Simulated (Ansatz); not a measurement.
**BCl₂ radical: up Jacob's ladder to CCSD(T)**

Aim: compute BCl₂ radical with functionals from several rungs and with coupled cluster. The yardstick is the atomisation energy at the CCSD(T) limit.

Method: functionals in def2-TZVPP, the program's frozen cores in correlated methods; program: Ansatz 0.2.0, Gaussian basis.

Plan: LDA (SPW92), PBE-D4, revPBE-D4, BLYP-D4, r2SCAN-D4, B97M-V, PBE0-D4, B3LYP-D4, r2SCANh-D4, r2SCAN0-D4, HSE06-D4, BHLYP-D4, CAM-B3LYP-D4, LC-ωPBE, ωB97X-V, ωB97M-V, B2PLYP, PBE-QIDH; CCSD(T)/def2-SVP; CCSD(T)/def2-TZVPP; CCSD(T)/def2-QZVPP; extrapolation to the limit; RPA on PBE.

## Step 1: The geometry

All runs share one geometry, relaxed beforehand with PBE0-D4 in a triple-zeta def2 set.

SMILES `Cl[B]Cl`, 3 atoms, charge 0, spin multiplicity 2.

Atoms are counted from 1 here; the program's logs count them from 0.

Bond lengths: Cl1–B2 1.720 Å, B2–Cl3 1.720 Å. Angles: Cl1–B2–Cl3 125.4°.

## Step 2: LDA

This LDA is Slater exchange with PW92 correlation.

The input, in.yaml:

```yaml
crystal:
  periodic: [false, false, false]
  atoms:
    - {symbol: Cl, position_ang: [0.371479, -1.525645, 0.029984]}
    - {symbol: B, position_ang: [-0.463865, -0.050269, -0.256925]}
    - {symbol: Cl, position_ang: [0.081486, 1.511114, 0.213740]}
basis:
  gaussian: {orbitals: def2-TZVPP}
magnetization: {spin_polarized: true, initial_magnetization: 1}
hamiltonian: {xc: lda}
output: {orbitals: {seedname: orbitals}}
```

Further steps of the session: PBE-D4 (GGA); revPBE-D4 (GGA); BLYP-D4 (GGA); r2SCAN-D4 (meta-GGA); B97M-V (meta-GGA); PBE0-D4 (hybrid); B3LYP-D4 (hybrid); r2SCANh-D4 (hybrid); r2SCAN0-D4 (hybrid); HSE06-D4 (hybrid); BHLYP-D4 (hybrid); CAM-B3LYP-D4 (range-separated); LC-ωPBE-D4 (range-separated); ωB97X-V (range-separated); ωB97M-V (range-separated); B2PLYP (double hybrid); PBE-QIDH (double hybrid); CCSD(T) in def2-SVP; CCSD(T) in def2-TZVPP; CCSD(T) in def2-QZVPP; RPA on PBE orbitals.

**Question.** What will the summary of the whole plan be? Wanted: atomisation energy, CCSD(T)/CBS; farthest beyond LDA; mean size of error, GGA; mean size of error, meta-GGA; mean size of error, hybrid; mean size of error, range-separated; mean size of error, double hybrid; gap, smallest and largest; T1 diagnostic.

The runs gave:

| quantity | value |
| --- | --- |
| atomisation energy, CCSD(T)/CBS | 202.8 kcal/mol |
| functionals within 1.0 kcal/mol (0.5 %) | B3LYP-D4, CAM-B3LYP-D4, B2PLYP |
| farthest beyond LDA | PBE-D4 (+16.3 kcal/mol) |
| mean size of error, GGA | 9.0 kcal/mol |
| mean size of error, meta-GGA | 11.8 kcal/mol |
| mean size of error, hybrid | 7.9 kcal/mol |
| mean size of error, range-separated | 2.8 kcal/mol |
| mean size of error, double hybrid | 3.8 kcal/mol |
| gap, smallest and largest | 1.61 eV (LDA (SPW92)), 9.55 eV (LC-ωPBE) |
| T1 diagnostic | 0.0148 |
| triples share of the correlation energy | 4.4 % |

**Reading.** The LDA atomisation energy is off by 43.9 kcal/mol (22 %): it overbinds. PBE-D4 is off by +16.3 kcal/mol. Double hybrids carry the basis error of their MP2 part in triple zeta, and no dispersion term here, so their miss is partly the set-up's. By mean error the best rung here is range-separated (2.8 kcal/mol) and the worst beyond LDA is meta-GGA (11.8 kcal/mol). The gap between the best rungs is small, so their order is not settled. RPA and LDA stand outside this count. The reference freezes the cores and leaves out relativity and excitations past (T), so misses under about 1.0 kcal/mol can't be ranked. Hartree-Fock recovers 77 % of the binding; the rest is correlation. CCSD(T) in def2-SVP is off by -9.3 kcal/mol, so the small basis spoils what the method gains. Orbital gaps span 1.6 to 9.6 eV; exact exchange widens them.
